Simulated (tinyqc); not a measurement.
Ways to converge the cycle: SCF convergence aids in the sto-3g basis, for HF, spin multiplicity 1. Computed by the program tinyqc with PySCF. 

Geometry (angstrom):
```
atom,x,y,z
F,0.0000,0.0000,0.0000
H,0.0000,0.0000,0.9740
```

lowest restricted solution found by these runs and by PySCF = -98.572418 hartree

RHF with one setting changed at a time; a run stops when the energy changes by less than 1e-09 hartree and the error matrix is below 1e-5. The start is the Wolfsberg-Helmholz matrix. Damping d keeps d of the old density; a shift (hartree) raises the virtual levels; DIIS n extrapolates F over n matrices.

Largest element of the error matrix X^T (FDS - SDF) X:
```
iteration,plain,damping 0.3,damping 0.6,shift 0.4,DIIS 3,DIIS 8
1,4.9e-01,4.9e-01,4.9e-01,4.9e-01,4.9e-01,4.9e-01
2,1.2e-01,2.1e-01,3.1e-01,2.3e-01,1.2e-01,1.2e-01
3,3.0e-02,9.8e-02,2.1e-01,9.8e-02,1.8e-02,1.8e-02
4,7.6e-03,4.4e-02,1.5e-01,3.6e-02,1.8e-03,1.8e-03
5,1.8e-03,2.1e-02,1.0e-01,1.4e-02,3.8e-05,5.1e-05
6,4.1e-04,1.0e-02,7.1e-02,5.5e-03,5.4e-07,3.0e-06
8,2.1e-05,2.3e-03,3.3e-02,8.2e-04,-,-
10,-,5.0e-04,1.6e-02,1.2e-04,-,-
14,-,2.3e-05,3.8e-03,-,-,-
20,-,-,4.5e-04,-,-,-
30,-,-,1.2e-05,-,-,-
```

How each run ends:
```
run,iterations,E (hartree),state
plain,9,-98.57242,lowest found
damping 0.3,19,-98.57242,lowest found
damping 0.6,40,-98.57242,lowest found
shift 0.4,13,-98.57242,lowest found
DIIS 3,6,-98.57242,lowest found
DIIS 8,7,-98.57242,lowest found
```

6 of 6 runs reach the lowest restricted solution found, in 6 to 40 iterations (fastest: DIIS 3). Plain steps already contract here, so damping only slows them. DIIS 3 and DIIS 8 gain by cancelling the error over several earlier matrices, much as a quasi-Newton step does.
